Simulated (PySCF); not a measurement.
# How the functional moves excitation energies

Copper monofluoride, CuF (singlet state).
Structure used (PBE0-D3(BJ)/def2-SVP), in Å, numbered top down from 1:
```xyz
2
CuF angstrom
F      0.899   -0.067   -0.001
Cu    -0.850   -0.020   -0.021
```

Linear-response calculations in the def2-SVPD basis (PySCF; singlets by full response, triplets Tamm–Dancoff, core orbitals frozen in the response; HF means time-dependent Hartree–Fock). 'Strongest' is the level of largest summed f among the singlets computed (10 roots, of which the last may lack a degenerate partner); it can jump between rows when another state enters that window. S1 is the lowest singlet of each run and needn't be the same state throughout; f(S1) is that of one state. Geometry: PBE0-D3(BJ)/def2-SVP; no solvent, vibrations or thermal averaging.

```json
{"functional": "LDA", "kind": "LDA", "S1 (eV)": "2.00", "f(S1)": "0.005", "strongest (eV)": "2.42", "T1 (eV)": "1.52", "HOMO (eV)": "-5.88", "gap (eV)": "1.83", "ionisation energy, ΔSCF (eV)": "10.77"}
{"functional": "PBE", "kind": "GGA", "S1 (eV)": "1.91", "f(S1)": "0.005", "strongest (eV)": "2.36", "T1 (eV)": "1.33", "HOMO (eV)": "-5.63", "gap (eV)": "1.75", "ionisation energy, ΔSCF (eV)": "10.34"}
{"functional": "B3LYP", "kind": "global hybrid, 20% exact exchange", "S1 (eV)": "2.21", "f(S1)": "0.006", "strongest (eV)": "5.77", "T1 (eV)": "1.42", "HOMO (eV)": "-6.99", "gap (eV)": "3.68", "ionisation energy, ΔSCF (eV)": "10.44"}
{"functional": "PBE0", "kind": "global hybrid, 25% exact exchange", "S1 (eV)": "2.39", "f(S1)": "0.006", "strongest (eV)": "5.87", "T1 (eV)": "1.51", "HOMO (eV)": "-7.11", "gap (eV)": "4.28", "ionisation energy, ΔSCF (eV)": "10.22"}
{"functional": "BHandHLYP", "kind": "global hybrid, 50% exact exchange", "S1 (eV)": "2.62", "f(S1)": "0.003", "strongest (eV)": "6.46", "T1 (eV)": "1.80", "HOMO (eV)": "-8.85", "gap (eV)": "6.68", "ionisation energy, ΔSCF (eV)": "10.14"}
{"functional": "CAM-B3LYP", "kind": "range-separated hybrid", "S1 (eV)": "2.26", "f(S1)": "0.006", "strongest (eV)": "5.94", "T1 (eV)": "1.45", "HOMO (eV)": "-8.77", "gap (eV)": "6.66", "ionisation energy, ΔSCF (eV)": "10.52"}
{"functional": "wB97X-D", "kind": "range-separated hybrid", "S1 (eV)": "2.46", "f(S1)": "0.007", "strongest (eV)": "5.98", "T1 (eV)": "1.83", "HOMO (eV)": "-9.17", "gap (eV)": "8.12", "ionisation energy, ΔSCF (eV)": "10.34"}
{"functional": "LC-wPBE", "kind": "range-separated hybrid", "S1 (eV)": "2.24", "f(S1)": "0.006", "strongest (eV)": "5.98", "T1 (eV)": "1.50", "HOMO (eV)": "-9.94", "gap (eV)": "9.17", "ionisation energy, ΔSCF (eV)": "10.44"}
{"functional": "HF", "kind": "Hartree–Fock", "S1 (eV)": "3.55", "f(S1)": "0.000", "strongest (eV)": "7.67", "T1 (eV)": "2.78", "HOMO (eV)": "-11.75", "gap (eV)": "11.46", "ionisation energy, ΔSCF (eV)": "not settled"}
```

S1 runs from 1.91 eV (PBE) to 3.55 eV (HF), a spread of 1.65 eV, while the orbital gap spreads over 9.7 eV. Along PBE (0%), B3LYP (20%), PBE0 (25%), BHandHLYP (50%), HF (100%) S1 rises with the share of exact exchange. −ε(HOMO) comes closest to its own ΔSCF ionisation energy with LC-wPBE (-0.50 eV) and misses most with LDA (-4.89 eV). The lowest singlet of a reference set is 1Σ+(3d,4s) at 2.57 eV (computed, theoretical best estimate (aug-cc-pVTZ, non-relativistic), gas; Jacquemin, Kossoski, Gam, Boggio-Pasqua, Loos, transition metal compounds, arXiv:2309.17311 (2023)). The lowest computed singlet differs from it by BHandHLYP +0.05, wB97X-D -0.11, PBE0 -0.18, CAM-B3LYP -0.31, LC-wPBE -0.33, B3LYP -0.36, LDA -0.57, PBE -0.67, HF +0.98 eV; geometry and basis of the reference needn't be the same. The lowest triplet of a reference set is 3Σ+(3d,4s) at 2.06 eV (computed, theoretical best estimate (aug-cc-pVTZ, non-relativistic), gas; Jacquemin, Kossoski, Gam, Boggio-Pasqua, Loos, transition metal compounds, arXiv:2309.17311 (2023)). The lowest computed triplet differs from it by wB97X-D -0.24, BHandHLYP -0.26, LDA -0.54, PBE0 -0.56, LC-wPBE -0.56, CAM-B3LYP -0.62, B3LYP -0.64, HF +0.71, PBE -0.73 eV; geometry and basis of the reference needn't be the same. 'Not settled' means that the ion's SCF failed to converge or may have ended in another state than the lowest.
